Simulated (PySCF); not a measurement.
C2H6, SMILES CC.

Coordinates come from a ωB97X-D3(BJ)/def2-TZVP optimisation.

All values below come from TDDFT-PBE/def2-TZVPD (PySCF).

Vertical excitations; the highest root listed may be one member of a degenerate set. The molecule is in vacuum. State labels are in the subgroup C2h.

| state | symmetry | energy (eV) | λ (nm) | f | main pairs |
|---|---|---|---|---|---|
| S1 | Ag | 8.10 | 153 | 0.000 | HOMO→LUMO (degenerate set) |
| S2 | Bg | 8.10 | 153 | 0.000 | HOMO−1→LUMO (degenerate set) |
| S3 | Bu | 8.83 | 140 | 0.057 | HOMO→LUMO+1 (degenerate set) |
| S4 | Au | 8.83 | 140 | 0.057 | HOMO−1→LUMO+1 (degenerate set) |
| S5 | Ag | 8.92 | 139 | 0.000 | HOMO−2→LUMO 99 % |
| S6 | Bu | 9.58 | 129 | 0.142 | HOMO−2→LUMO+1 98 % |
| S7 | Au | 9.70 | 128 | 0.000 | HOMO−1→LUMO+2 51 %, HOMO→LUMO+3 49 % |
| S8 | Bu | 9.71 | 128 | 0.032 | HOMO→LUMO+2, HOMO−1→LUMO+3 (degenerate set) |
| S9 | Au | 9.71 | 128 | 0.032 | HOMO→LUMO+3, HOMO−1→LUMO+2 (degenerate set) |
| S10 | Bu | 9.92 | 125 | 0.217 | HOMO−1→LUMO+3 48 %, HOMO→LUMO+2 48 % |
| T1 | Ag | 7.90 | 157 | 0 | HOMO→LUMO (degenerate set) |
| T2 | Bg | 7.90 | 157 | 0 | HOMO−1→LUMO (degenerate set) |
| T3 | Bu | 8.63 | 144 | 0 | HOMO→LUMO+1 (degenerate set) |
| T4 | Au | 8.63 | 144 | 0 | HOMO−1→LUMO+1 (degenerate set) |
Triplets are in the Tamm–Dancoff approximation, which puts them higher than full response would, so one can lie above its singlet here.
